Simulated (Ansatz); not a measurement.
Two shapes of triplet CH2.

Shape 1:

```xyz
3

C     0.0000    0.0000   -0.0974
H     0.0000    0.9236    0.2923
H     0.0000   -0.9236    0.2923
```

Shape 2:

```xyz
3

C    -0.0028   -0.0096   -0.1058
H     0.0062    1.0115    0.3156
H    -0.0024   -1.0055    0.3082
```

Basis set: cc-pVTZ (spherical functions). Frozen core: 1 orbital. Charge 0, multiplicity 3.

Computed with Ansatz (development build ahead of 0.2.0); each method stands on the lowest determinant of its kind that the runs found.

Which shape is lower in energy, and by how much in each method?

```json
{"method": "UHF", "E(2) − E(1) (eV)": "-0.169"}
{"method": "UHF-MP2", "E(2) − E(1) (eV)": "-0.194"}
```

Shape 2 is lower.
